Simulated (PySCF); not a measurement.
These are PySCF with PBE0-D4/def2-TZVP values and carry that method's errors. All species are isolated molecules in the gas phase. 

Reference species (SMILES): `[SH]` (neutral, multiplicity 2).

The highest occupied spin orbital is -7.41 eV.

Changed species: `[NH2]` (radical fragment; the reference has radical fragment).

Give the shifts of the highest occupied spin orbital.

the highest occupied spin orbital decreases by 1.26 eV, to -8.67 eV.
